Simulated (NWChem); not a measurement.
The numbers come from NWChem runs, not from measurements. System: silicon monoxide (OSi), charge 0, spin multiplicity 1, at a geometry optimised with PBE0/def2-SVP. Level: CR-CCSD(T)/3-21G, 6 core orbitals frozen.

Input file:

```
start mol
memory heap 100 mb stack 700 mb global 1900 mb
geometry units angstroms nocenter noautoz
  Si     0.000000     0.000000     0.553938
  O      0.000000     0.000000    -0.969391
  symmetry group C2v
end
basis spherical
  * library 3-21g
end
scf
  rhf
  nopen 0
  maxiter 100
  thresh 1e-7
  semidirect memsize 60000000 filesize 0
end
tce
  freeze core 6
  cr-ccsd(t)
  2eorb
  2emet 13
  thresh 1e-6
  maxiter 100
  tilesize 24
end
task tce energy
```

Part of the output:

```
             Northwest Computational Chemistry Package (NWChem) 7.3.0
             --------------------------------------------------------

                                NWChem Input Module
                                -------------------

 Scaling coordinates for geometry "geometry" by  1.889725989
 (inverse scale =  0.529177249)

 Turning off AUTOSYM since
 SYMMETRY directive was detected!

                             Geometry "geometry" -> ""
                             -------------------------

 Output coordinates in angstroms (scale by  1.889725989 to convert to a.u.)

  No.       Tag          Charge          X              Y              Z
 ---- ---------------- ---------- -------------- -------------- --------------
    1 Si                  14.0000     0.00000000     0.00000000     0.55393800
    2 O                    8.0000     0.00000000     0.00000000    -0.96939100

 Effective nuclear repulsion energy (a.u.)      38.9067968167

            Nuclear Dipole moment (a.u.)
            ----------------------------
        X                 Y               Z
 ---------------- ---------------- ----------------
     0.0000000000     0.0000000000     0.0000075589

      Symmetry information
      --------------------

 Group name             C2v
 Group number             16
 Group order               4
 No. of unique centers     2

      Symmetry unique atoms

     1    2


 Summary of "ao basis" -> "" (spherical)
 ------------------------------------------------------------------------------
       Tag                 Description            Shells   Functions and Types
 ---------------- ------------------------------  ------  ---------------------
 *                           3-21g                    on all atoms

 Summary of "ao basis" -> "ao basis" (spherical)
 ------------------------------------------------------------------------------
       Tag                 Description            Shells   Functions and Types
 ---------------- ------------------------------  ------  ---------------------
 Si                          3-21g                   7       13   4s3p
 O                           3-21g                   5        9   3s2p

                                 NWChem SCF Module
                                 -----------------

  ao basis        = "ao basis"
  functions       =    22
  atoms           =     2
  closed shells   =    11
  open shells     =     0
  charge          =   0.00
  wavefunction    = RHF
  use symmetry    = T
  symmetry adapt  = T

 Summary of "ao basis" -> "ao basis" (spherical)
 ------------------------------------------------------------------------------
       Tag                 Description            Shells   Functions and Types
 ---------------- ------------------------------  ------  ---------------------
 Si                          3-21g                   7       13   4s3p
 O                           3-21g                   5        9   3s2p

      Symmetry analysis of basis
      --------------------------

        a1         12
        a2          0
        b1          5
        b2          5

 Forming initial guess at       0.0s

      Superposition of Atomic Density Guess
      -------------------------------------

 Sum of atomic energies:        -361.70190988

      Non-variational initial energy
      ------------------------------

 Total energy =    -361.706322
 1-e energy   =    -578.887495
 2-e energy   =     178.274375
 HOMO         =      -0.343772
 LUMO         =      -0.017212
[...]
  ----- ------------  ---------------      ----- ------------  ---------------
    11      0.763926  1 Si px                20     -0.420056  2 O  px
     7      0.294093  1 Si px                16     -0.245862  2 O  px
     3     -0.162062  1 Si px

 Vector   14  Occ=0.000000D+00  E= 2.021908D-01  Symmetry=a1
              MO Center=  2.3D-17, -6.6D-16,  2.0D-01, r^2= 4.0D+00
   Bfn.  Coefficient  Atom+Function         Bfn.  Coefficient  Atom+Function
  ----- ------------  ---------------      ----- ------------  ---------------
    13      1.161895  1 Si pz                19      0.881414  2 O  s
    10     -0.689370  1 Si s                 22      0.244112  2 O  pz

 center of mass
 --------------
 x =   0.00000000 y =   0.00000000 z =  -0.00033681

 moments of inertia (a.u.)
 ------------------
          84.331982380026           0.000000000000           0.000000000000
           0.000000000000          84.331982380026           0.000000000000
           0.000000000000           0.000000000000           0.000000000000

  Mulliken analysis of the total density
  --------------------------------------

    Atom       Charge   Shell Charges
 -----------   ------   -------------------------------------------------------
    1 Si  14    13.26   2.00  1.98  5.86  0.82  1.02  1.01  0.57
    2 O    8     8.74   1.99  0.43  2.01  1.53  2.78

       Multipole analysis of the density wrt the origin
       ------------------------------------------------

     L   x y z        total         open         nuclear
     -   - - -        -----         ----         -------
     0   0 0 0     -0.000000      0.000000     22.000000

     1   1 0 0     -0.000000      0.000000      0.000000
     1   0 1 0      0.000000      0.000000      0.000000
     1   0 0 1      1.157209      0.000000      0.000008

     2   2 0 0    -11.945050      0.000000      0.000000
     2   1 1 0     -0.000000      0.000000      0.000000
     2   1 0 1      0.000000      0.000000      0.000000
     2   0 2 0    -11.945050      0.000000      0.000000
     2   0 1 1      0.000000      0.000000      0.000000
     2   0 0 2    -16.824236      0.000000     42.187174

                   NWChem Extensible Many-Electron Theory Module
                   ---------------------------------------------


            General Information
            -------------------
      Number of processors :     1
         Wavefunction type : Restricted Hartree-Fock
          No. of electrons :    22
           Alpha electrons :    11
            Beta electrons :    11
           No. of orbitals :    44
            Alpha orbitals :    22
             Beta orbitals :    22
        Alpha frozen cores :     6
         Beta frozen cores :     6
     Alpha frozen virtuals :     0
      Beta frozen virtuals :     0
         Spin multiplicity : singlet
    Number of AO functions :    22
       Number of AO shells :    12
        Use of symmetry is : on
      Symmetry adaption is : on
         Schwarz screening : 0.10D-09

          Correlation Information
          -----------------------
          Calculation type : Coupled-cluster singles & doubles w/ perturbation
   Perturbative correction : Completely renormalized (T)
            Max iterations :      100
        Residual threshold : 0.10D-05
     T(0) DIIS level shift : 0.00D+00
     L(0) DIIS level shift : 0.00D+00
     T(1) DIIS level shift : 0.00D+00
     L(1) DIIS level shift : 0.00D+00
     T(R) DIIS level shift : 0.00D+00
     T(I) DIIS level shift : 0.00D+00
   CC-T/L Amplitude update :  5-th order DIIS
                I/O scheme : Global Array Library
        L-threshold :  0.10D-05
        EOM-threshold :  0.10D-05
 no EOMCCSD initial starts read in
 TCE RESTART OPTIONS
 SLICE:      F
 D4D5:       F
 quantumc:   F
 qrotation:  F
 pwtce:      F
 qducc:      F
 nacto:                         0
 nrotv:                         0
 nrot:                          0

            Memory Information
            ------------------
          Available GA space size is     249036316 doubles
          Available MA space size is     104856044 doubles

 Maximum block size supplied by input
 Maximum block size        24 doubles

 tile_dim =      5

 -------------------------------------------------

 Global array virtual files algorithm will be used

 Parallel file system coherency ......... OK

 4-electron integrals stored in orbital form

 v2    file size   =             4911
 4-index algorithm nr.  13 is used
 imaxsize =       30
 imaxsize ichop =        0


CCSD iterations
 ---------------------------------------------------------
 Iter          Residuum       Correlation     Cpu    Wall
 ---------------------------------------------------------
    1   0.1171699442364  -0.1967380325717     0.0     0.0
    2   0.0378037484557  -0.1804247990364     0.0     0.0
    3   0.0150296498518  -0.1902229877492     0.0     0.0
    4   0.0088267033089  -0.1876006508343     0.0     0.0
    5   0.0042139036115  -0.1898869642287     0.0     0.0
    6   0.0008656469143  -0.1894959216126     0.0     0.0
    7   0.0003757488559  -0.1894828102490     0.0     0.0
    8   0.0001819756084  -0.1894945693482     0.0     0.0
    9   0.0001096616348  -0.1894924583478     0.0     0.0
   10   0.0000567640837  -0.1895012384576     0.0     0.0
   11   0.0000131834006  -0.1895050775322     0.0     0.0
   12   0.0000049877038  -0.1895040959187     0.0     0.0
   13   0.0000022307995  -0.1895047800445     0.0     0.0
   14   0.0000012569544  -0.1895046844467     0.0     0.0
   15   0.0000006488735  -0.1895048411997     0.0     0.0
 -----------------------------------------------------------------
 Iterations converged
 CCSD correlation energy / hartree =        -0.189504841199733
 CCSD total energy / hartree       =      -362.035157053219336

 Singles contributions

 Doubles contributions
    13b1  (alpha)    13b1  (beta ) ---    10b1  (alpha)    10b1  (beta )       -0.1003532867
    12b2  (alpha)    12b2  (beta ) ---     9b2  (alpha)     9b2  (beta )       -0.1003532867
 CR-CCSD(T)

 CR-CCSD[T]  correction energy / hartree =        -0.012912259029696
 CR-CCSD[T] correlation energy / hartree =        -0.202417100229429
 CR-CCSD[T] total energy / hartree       =      -362.048069312249027
 CR-CCSD(T)  correction energy / hartree =        -0.009651604820933
 CR-CCSD(T) correlation energy / hartree =        -0.199156446020665
 CR-CCSD(T) total energy / hartree       =      -362.044808658040267

 Task  times  cpu:        0.6s     wall:        0.6s

 Total times  cpu:        0.6s     wall:        0.6s
```
